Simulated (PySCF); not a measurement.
# BN+: from the state search to spectroscopic constants

The task here is to estimate one member of a computed series from the others.

The runs use PySCF 2.14.0; B def2-TZVPPD, N def2-TZVPPD, no relativity.

The first run:

Settings of the job:

* atoms: B, N
* charge: 1
* basis: B def2-TZVPPD, N def2-TZVPPD
* Hamiltonian: no relativity
* basis functions: 74
* electrons treated: 11
* masses in u: 11.0093, 14.0031
* levels: PBE0, PBE, r²SCAN, M06, B97-3, revPBE, TPSS, M06-2X, LC-ωPBE, HF, MP2, SCS-MP2, CCSD, CCSD(T)
* grid: 80 radial by 434 angular points
* occupations: held fixed by the projection of orbital angular momentum
* dissociation limit: B+ + N, each in its ground configuration
* starting distance in angstrom: 1.570
* values of 2S to try: 1, 3

Command:

```bash
OMP_NUM_THREADS=1 python dia.py task.json out
```

Among the steps run: The job; PBE0 along the bond; Higher solutions at PBE0; PBE (GGA); r²SCAN (meta-GGA); M06; B97-3; revPBE; TPSS (meta-GGA); M06-2X; LC-ωPBE (range-separated hybrid); UHF (mean field); Correlated methods on the Hartree–Fock reference.

One of the session's tables, all rows but one given; the rest of the session is left out.

Energy (eV) from each level's lowest point:

```
R (Å)    UHF  UHF-MP2  UHF-SCS-MP2  UHF-CCSD  UHF-CCSD(T)
1.239  0.778    0.934        0.959       n/a          n/a
1.297  0.298    0.401        0.424     0.459        0.501
1.355      ?        ?            ?         ?            ?
1.398  0.000    0.019        0.028     0.041        0.055
1.441  0.009    0.000        0.000     0.000        0.001
1.484  0.067    0.039        0.027     0.010        0.000
1.542  0.188    0.155        0.126     0.074        0.054
1.614  0.352    0.363        0.312     0.191        0.170
1.700  0.497    0.631        0.565     0.337        0.331
1.816  0.589    0.890        0.819       n/a          n/a
```

Q: Estimate the row for R (Å) = 1.355 from the others.

Worked estimate for «UHF». A straight line through the neighbours (1.297, 0.298) and (1.398, 0.000) gives 0.298 + (0.000 − 0.298) × (1.355 − 1.297) / (1.398 − 1.297) = 0.127; a parabola fitted to 4 rows on both sides gives 0.050.

As computed: UHF: 0.062; UHF-MP2: 0.115; UHF-SCS-MP2: 0.131; UHF-CCSD: 0.154; UHF-CCSD(T): 0.180. In «UHF» the line misses by +0.065 and the parabola by -0.012.

Caveats from the session: Lowest PBE0 solution found, without spin–orbit coupling: ⁴Σ⁻ (quartet), unpaired electrons σ ↑, π ↑↑. Warnings in the runs' records: inverted.
